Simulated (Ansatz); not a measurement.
The input, for Ansatz 0.2.0:

```yaml
crystal:
  periodic: [false, false, false]
  atoms:
    - {symbol: Al, position_ang: [0.000000, 0.031115, 1.161402]}
    - {symbol: P, position_ang: [0.000000, -0.065764, -0.972171]}
    - {symbol: H, position_ang: [0.000000, 1.188018, -1.214970]}
basis:
  gaussian: {orbitals: "6-31G*", fitting: {mean_field: def2-universal-jkfit}}
magnetization: {spin_polarized: false, initial_magnetization: 3}
correlation: {method: fic_mrcisd_q, electrons: outside_noble_gas, active_space: {window: {electrons: 5, orbitals: 7}}}
```

```sh
$ ansatz run in.yaml --threads 1 --pin off --events-out ev --progress --plain --max-ram 2393MiB
```

The program prints:

```
274 factors; integrals over basis functions are off by at most 5.6e-2 eV
mean field evaluation 1: about -15865.9351 eV, gradient 8.1e0 eV
mean field evaluation 2: about -15866.6169 eV, gradient 3.4e0 eV
mean field evaluation 4: about -15866.8651 eV, gradient 8.6e-1 eV
mean field evaluation 8: about -15865.9613 eV, gradient 5.2e0 eV
mean field evaluation 16: about -15866.8855 eV, gradient 3.0e-1 eV
mean field evaluation 32: about -15866.4970 eV, gradient 1.5e0 eV
mean field -15866.89065293 eV, -583.0974765304 hartree, gradient 2.2e-6 eV, S^2 3.750000; 8 other end points of the search recorded, 0 dependent functions left out
reference -15866.89065293 eV, -583.0974765304 hartree; 16, 13 occupied and 24, 27 virtual orbitals, 274 factors
state -15867.60392535 eV, -583.1236888085 hartree
contracted CI cycle   1: correlation 0.00000000 eV, 0.0000000000 hartree, residual 1.22e1 eV
contracted CI cycle   2: correlation -2.81115229 eV, -0.1033079414 hartree, residual 2.58e0 eV
contracted CI cycle   3: correlation -2.96197776 eV, -0.1088506750 hartree, residual 8.52e-1 eV
contracted CI cycle   4: correlation -2.98057414 eV, -0.1095340794 hartree, residual 3.02e-1 eV
...
contracted CI cycle  11: correlation -3.10974458 eV, -0.1142810053 hartree, residual 9.63e-4 eV
state -15867.45450670 eV, -583.1181977744 hartree; corrected -15870.83762164 eV, -583.2425249552 hartree
state -15867.45450670 eV, -583.1181977744 hartree; corrected -15870.83762164 eV, -583.2425249552 hartree
state -15867.48051764 eV, -583.1191536588 hartree
contracted CI cycle   1: correlation 0.00000000 eV, 0.0000000000 hartree, residual 1.26e1 eV
contracted CI cycle   2: correlation -2.99204657 eV, -0.1099556835 hartree, residual 2.45e0 eV
contracted CI cycle   3: correlation -3.12372834 eV, -0.1147948990 hartree, residual 6.34e-1 eV
contracted CI cycle   4: correlation -3.13298569 eV, -0.1151351005 hartree, residual 1.89e-1 eV
contracted CI cycle   5: correlation -3.13383708 eV, -0.1151663884 hartree, residual 6.21e-2 eV
contracted CI cycle   6: correlation -3.13393463 eV, -0.1151699733 hartree, residual 2.12e-2 eV
contracted CI cycle   7: correlation -3.13394604 eV, -0.1151703925 hartree, residual 7.36e-3 eV
contracted CI cycle   8: correlation -3.13394751 eV, -0.1151704468 hartree, residual 2.78e-3 eV
contracted CI cycle   9: correlation -3.13394772 eV, -0.1151704543 hartree, residual 1.01e-3 eV
state -15867.48051764 eV, -583.1191536588 hartree; corrected -15870.84430113 eV, -583.2427704217 hartree
state -15867.48051764 eV, -583.1191536588 hartree; corrected -15870.84430113 eV, -583.2427704217 hartree
the orbitals are reached from a further start. From the first start the search ends at -15867.45449606 eV, -583.1181973834 hartree
WARN: the results are in doubt because another end's mean lies 0.123 eV lower, and its corrected mean 0.034 eV higher
Total energy: -15870.84430113 eV, -583.2427704217 hartree
In doubt: another end's mean lies 0.123 eV lower, and its corrected mean 0.034 eV higher
```

Ran on 1 thread of Arm Neoverse V1, shared host: 4.4 s wall, 0.13 GiB peak host memory.
